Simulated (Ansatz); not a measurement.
## Relaxing Hf2Ti

Computed with DFT PBE, scalar-relativistic, plane waves, PAW in Ansatz 0.2.0. Cutoff 420 eV, Γ-centred k mesh, Gaussian smearing, no spin polarisation in the final step.

Hf2Ti was placed on the AlB2 structure type (P6/mmm, No. 191), with Ti in place of Al, Hf in place of B, at a guessed volume.

```yaml
crystal:
  lattice:
    - [3.77525, 0.00000, 0.00000]
    - [-1.88763, 3.26946, 0.00000]
    - [0.00000, 0.00000, 4.07627]
  atoms:
    - { symbol: Hf, position: [0.33333, 0.66667, 0.50000] }
    - { symbol: Hf, position: [0.66667, 0.33333, 0.50000] }
    - { symbol: Ti, position: [0.00000, 0.00000, 0.00000] }
```

Cell and atoms relax at zero pressure; the relaxation can't lower the symmetry of the start. After a coarse first stage the cell is made exact in the group found at 0.06 Å.

Energies over the elements count from the elements' standard structures at the same level, with no empirical corrections.

(1) Describe the relaxed structure.

(2) What are its volume, energy, density and gap?

Results:

(1) It keeps P6/mmm (No. 191), but not the shape of the type it started on. Conventional cell: a = 4.881 Å, c = 2.986 Å. Hf has 5 Hf at 2.82–2.99 Å and 6 Ti at 3.19 Å; Ti has 2 Ti at 2.99 Å and 12 Hf at 3.19 Å.

```
Hf Ti
1.0
     4.88110    0.00000    0.00000
    -2.44055    4.22716    0.00000
     0.00000    0.00000    2.98636
Hf Ti
2 1
Direct
  0.33333 0.66667 0.50000
  0.66667 0.33333 0.50000
  0.00000 0.00000 0.00000
```

(2) The volume per atom is 20.54 Å³ and the density is 10.91 g/cm³. The energy over the elements is 0.14 eV/atom. The gap on the 12×12×16 mesh is 0 eV (a metal).

The final run used a 12×12×16 mesh on its 3-atom cell and 0.10 eV smearing. For metals, differences of a few meV/atom aren't resolved. Spin–orbit coupling is left out. Symmetry constrained the relaxation, so the result can be a saddle point. The steps took about 3 core-minutes in all.